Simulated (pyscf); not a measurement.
Structures and frequencies: ωB97X-D3(BJ)/def2-SVP in PySCF.

Task: Estimate by transition-state theory the rate constant of •H₂C–Ga(OH)–OH + H₂ → H₃C–Ga(OH)–OH + H• (doublet surface; H–H broken, C–H formed) at 298 K, with ωB97M-D3(BJ)/def2-TZVP energies (ideal gas, 1 atm, RRHO with modes under 100 cm⁻¹ raised to 100, one conformer, R ln 2 for chiral ones without a mode under 150 cm⁻¹; no tunnelling).

Result: The electronic barrier is 13.9 kcal/mol and the thermal terms add +7.1, so ΔG‡ = 21.0 kcal/mol. With k_BT/h = 6.21e+12 s⁻¹ and RT = 0.592 kcal/mol, and a volume of 4.06e-20 cm³ per molecule at 1 atm, k = 1.1e-22 cm³ molecule⁻¹ s⁻¹. Wigner's tunnelling factor for 1450i cm⁻¹ would be 3.04, likely too low at so high a frequency. A shift of 1 kcal/mol in the barrier changes k by a factor 5.4. One saddle was located; it need not be the lowest between these sides. The angle at the transferred H is 173°. Elements up to Kr have no core potential and no relativistic terms here.
